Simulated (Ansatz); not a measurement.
**AlHO (singlet): wave-function methods side by side at distance Al1–O2 = 5.383 Å, 6-31G**

Aim: climb from Hartree-Fock through coupled cluster and multireference methods for AlHO (singlet) at one geometry and basis, and see what each rung misses.

Method: 6-31G, core rule «outside noble gas», up to 6 orbitals frozen; program: Ansatz 0.2.0, Gaussian basis.

Plan: UHF; CCSD(T) on RHF; BCCD(T) on RHF; CISD; CCSDT(Q) on RHF; CISDTQ; CCSDTQ on RHF; CASSCF and MRCISD+Q, 2 electrons in 2 orbitals; CASSCF and NEVPT2, 2 electrons in 2 orbitals; CASSCF and MRCISD+Q, 10 electrons in 9 orbitals; CASSCF and MRCISD+Q(relaxed), 10 electrons in 9 orbitals; CASSCF and NEVPT2, 10 electrons in 9 orbitals; Full CI; Full CI in the symmetry of the determinant.

43 further runs of the same task are left out: 21 for a known fault of the program, 16 that didn't finish, 6 set aside as unsound or not needed.

**1. What is computed**

The geometry derives from a PBE0/def2-TZVP stationary point (not a proven minimum). One bond is set to the value named and the two fragments are kept rigid.

3 atoms, charge 0, spin multiplicity 1.

Atoms are counted from 1 here; the program's logs count them from 0.

Bond lengths: Al1–H3 1.568 Å.

As a file:

```mol
AlHO
  3D, bonds by distance, orders not assigned

  3  1  0  0  0  0  0  0  0  0999 V2000
    0.0000    0.0000    1.2716 Al  0  0
    0.0000    0.0000   -4.1114 O   0  0
    0.0000    0.0000    2.8399 H   0  0
  1  3  8  0
M  END
```

**2. UHF**

Contents of in.yaml:

```yaml
crystal:
  periodic: [false, false, false]
  atoms:
    - {symbol: Al, position_ang: [0.000000, 0.000000, 1.271555]}
    - {symbol: O, position_ang: [0.000000, 0.000000, -4.111445]}
    - {symbol: H, position_ang: [0.000000, 0.000000, 2.839890]}
basis:
  gaussian: {orbitals: 6-31G}
magnetization: {spin_polarized: true, initial_magnetization: 0}
hamiltonian: {xc: hf}
output: {orbitals: {seedname: orbitals}}
```

Command:

```console
$ ansatz run in.yaml --threads 1 --pin off --events-out ev --progress --plain --max-ram 2393MiB
```

After this run come: CCSD(T) on RHF; BCCD(T) on RHF; CISD; CCSDT(Q) on RHF; CISDTQ; CCSDTQ on RHF; CASSCF and MRCISD+Q, 2 electrons in 2 orbitals; CASSCF and NEVPT2, 2 electrons in 2 orbitals; CASSCF and MRCISD+Q, 10 electrons in 9 orbitals; CASSCF and MRCISD+Q(relaxed), 10 electrons in 9 orbitals; CASSCF and NEVPT2, 10 electrons in 9 orbitals; Full CI; Full CI in the symmetry of the determinant.

**Question.** What will the summary of the whole plan be? Wanted: FCI below the RHF energy; NEVPT2 valence from FCI; MRCISD+Q valence from FCI; MRCISD+Q(relaxed) valence from FCI; T1 diagnostic; effectively unpaired electrons.

**Answer**, as computed:

| quantity | value |
| --- | --- |
| FCI below the RHF energy | -4.6553 eV |
| NEVPT2 valence from FCI | +53.4 kJ/mol |
| MRCISD+Q valence from FCI | +0.9 kJ/mol |
| MRCISD+Q(relaxed) valence from FCI | +0.7 kJ/mol |
| levels within 1 kcal/mol (43 meV) | MRCISD+Q valence, MRCISD+Q(relaxed) valence |
| T1 diagnostic | 0.009 |
| effectively unpaired electrons | 4.02 |

**Reading.** With 4.0 effectively unpaired electrons against 0 the state is strongly multireference. Of the multireference levels listed MRCISD+Q(relaxed) valence comes nearest in total energy (+0.7 kJ/mol), which doesn't show that its space is the better one. The lowest state has another symmetry than the determinant, whose own symmetry lies 0.00 eV higher, so single-reference misses include that gap. These misses are within one basis, not against nature.
